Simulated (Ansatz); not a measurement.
A run of Ansatz (development build ahead of 0.2.0) on triplet S₂ at this shape:

```
atom   x (Å)   y (Å)   z (Å)
   S  0.0000  0.0000  0.0000
   S  0.0000  0.0000  2.6700
```

Its results:

| Item | Value |
| --- | --- |
| Converged | yes |
| Reference energy | -794.69839 hartree |
| Correlation energy | -0.21698 hartree |
| Total energy | -794.91537 hartree |
| Spin squared of the determinant | 2.000 |
| Stability test | minimum among restricted orbitals |

Forces (eV/Å):
| atom | Fx | Fy | Fz |
| --- | --- | --- | --- |
| S1 | 0.000 | 0.000 | 3.346 |
| S2 | 0.000 | 0.000 | -3.346 |

(1) Which input gives this output? Name the method, the orbitals and the basis set, and write the input.

Results:

(1) ROHF-MP2 in def2-SVP.

```yaml
crystal:
  periodic: [false, false, false]
  atoms:
    - { symbol: S, position_ang: [0.0, 0.0, 0.0] }
    - { symbol: S, position_ang: [0.0, 0.0, 2.67] }
basis:
  gaussian: { orbitals: def2-SVP }
magnetization:
  initial_magnetization: 2
hamiltonian:
  xc: hf
correlation:
  method: mp2
  frozen_orbitals: { S: 5 }
output:
  forces: true
```

Caution: bonds are stretched, where a single reference can fail; an unrestricted determinant lies well below.
